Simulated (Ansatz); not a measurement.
# SiNH (singlet): the correlation ladder at scale of all distances = 1.480, 6-31G

How much of the correlation energy of SiNH (singlet) does each wave-function method recover here?

The runs use Ansatz 0.2.0, Gaussian basis; 6-31G, core rule «outside noble gas», up to 6 orbitals frozen.

To be run: UHF; CCSD(T) on RHF; CCSD(T) on UHF; BCCD(T) on RHF; CISD; CCSDT(Q) on RHF; CCSDT(Q) on UHF; CISDTQ; CCSDTQ on RHF; CASSCF and MRCISD+Q, 2 electrons in 2 orbitals; CASSCF and NEVPT2, 2 electrons in 2 orbitals; CASSCF and MRCISD+Q, 10 electrons in 9 orbitals; CASSCF and NEVPT4(SD), 10 electrons in 9 orbitals; CASSCF and NEVPT2, 10 electrons in 9 orbitals; Full CI.

15 further runs of the same task are left out: 4 for a known fault of the program, 7 that didn't finish, 4 set aside as unsound or not needed.

**1. What is computed**

The geometry derives from a PBE0/def2-TZVP stationary point (not a proven minimum). All distances are scaled together.

3 atoms, charge 0, spin multiplicity 1.

Atoms are counted from 1 here; the program's logs count them from 0.

No contacts short enough for the rule that draws bonds.

**2. UHF**

Contents of in.yaml:

```yaml
crystal:
  periodic: [false, false, false]
  atoms:
    - {symbol: Si, position_ang: [0.000000, 0.000000, 0.034426]}
    - {symbol: N, position_ang: [0.000000, 0.000000, -2.269838]}
    - {symbol: H, position_ang: [0.000000, 0.000000, 2.235411]}
basis:
  gaussian: {orbitals: 6-31G}
magnetization: {spin_polarized: true, initial_magnetization: 0}
hamiltonian: {xc: hf}
output: {orbitals: {seedname: orbitals}}
```

The run is started by

```sh
$ ansatz run in.yaml --threads 1 --pin off --events-out ev --progress --plain --max-ram 2393MiB
```

Further steps of the session: CCSD(T) on RHF; CCSD(T) on UHF; BCCD(T) on RHF; CISD; CCSDT(Q) on RHF; CCSDT(Q) on UHF; CISDTQ; CCSDTQ on RHF; CASSCF and MRCISD+Q, 2 electrons in 2 orbitals; CASSCF and NEVPT2, 2 electrons in 2 orbitals; CASSCF and MRCISD+Q, 10 electrons in 9 orbitals; CASSCF and NEVPT4(SD), 10 electrons in 9 orbitals; CASSCF and NEVPT2, 10 electrons in 9 orbitals; Full CI.

Q: Predict the results of all the runs planned. Wanted: FCI below the RHF energy; RMP2 from FCI; UMP2 from FCI; RCCSD from FCI; RCCSD(T) from FCI; UCCSD(T) from FCI; RCCSDT(Q) from FCI; UCCSDT(Q) from FCI; NEVPT2 pair from FCI.

As calculated:

| quantity | value |
| --- | --- |
| FCI below the RHF energy | -8.4895 eV |
| RMP2 from FCI | +3146.8 meV |
| UMP2 from FCI | +1633.3 meV |
| RCCSD from FCI | +1234.7 meV |
| RCCSD(T) from FCI | -377.8 meV |
| UCCSD(T) from FCI | +409.5 meV |
| RCCSDT(Q) from FCI | -837.1 meV |
| UCCSDT(Q) from FCI | +121.1 meV |
| NEVPT2 pair from FCI | +3031.8 meV |
| MRCISD+Q pair from FCI | +514.0 meV |
| NEVPT2 valence from FCI | +438.9 meV |
| levels within 1 kcal/mol (43 meV) | RCCSDTQ, MRCISD+Q valence |
| T1 diagnostic | 0.211 |
| effectively unpaired electrons | 2.40 |

What this shows: RCCSD(T) lands -377.8 meV from the yardstick (4.4 % of the correlation energy). CCSD(T) misses by -377.8 meV on the restricted determinant and by +409.5 meV on the unrestricted one; the two need not hold the same state or core. RCCSD(T), BCCD(T), RCCSDT(Q) fall below full CI, which methods that aren't variational can do. The occupations show strong static correlation (2.4 unpaired electrons where one determinant has 0). Of the multireference levels listed MRCISD+Q valence comes nearest in total energy (+27.8 meV), which doesn't show that its space is the better one. These misses are within one basis, not against nature.
